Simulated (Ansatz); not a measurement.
**AlBH (doublet): the correlation ladder, def2-TZVPP**

One table from this session's results is given with a row withheld; the runs are named, their logs left out.

Method: def2-TZVPP, core rule «outside noble gas», up to 6 orbitals frozen; program: Ansatz 0.2.0, Gaussian basis.

The runs, in order: UHF; ROHF; CCSD(T) on UHF.

2 further runs of the same task are left out: 2 set aside as unsound or not needed.

**The geometry**

The geometry is a PBE0/def2-TZVP stationary point (not a proven minimum).

3 atoms, charge 0, spin multiplicity 2.

Atoms are counted from 1 here; the program's logs count them from 0.

Bond lengths: B1–Al2 2.120 Å, B1–H3 1.196 Å. Angles: Al2–B1–H3 167.9°.

The first run:

File in.yaml:

```yaml
crystal:
  periodic: [false, false, false]
  atoms:
    - {symbol: B, position_ang: [0.000000, -0.091982, 0.314337]}
    - {symbol: Al, position_ang: [0.000000, -0.033351, -1.805038]}
    - {symbol: H, position_ang: [0.000000, 0.125333, 1.490702]}
basis:
  gaussian: {orbitals: def2-TZVPP}
magnetization: {spin_polarized: true, initial_magnetization: 1}
hamiltonian: {xc: hf}
output: {orbitals: {seedname: orbitals}}
```

On the command line:

```bash
$ ansatz run in.yaml --threads 1 --pin off --events-out ev --progress --plain --max-ram 2560MiB --backend cpu
```

Steps of the session up to this table: UHF; ROHF; CCSD(T) on UHF.

One table of the session follows, with a row left open; its other results are not shown here.

```
  method  from UCCSD(T) (meV)
    ROHF              +4475.0
    UMP2              +1097.2
   UCCSD                    ?
UCCSD(T)                    0
```

**Question.** Estimate the row for UCCSD.

The run gave: from UCCSD(T) (meV): +146.4. In the column «from UCCSD(T) (meV)» it lies between UCCSD(T) (0) and UMP2 (+1097.2).

Left out of the table: UHF (another determinant or state than the rows shown).

With the free atoms at the same levels and basis (separate runs), the atomisation energy is 5.757 eV at UCCSD(T), 4.693 eV at ROHF.

Caveats from the session: The determinant is far from a pure spin state, so its energy mixes those of several spin states (harmless only where they are near-degenerate, as at dissociation). Warnings: spin contamination; coupled cluster took another determinant than the lowest.
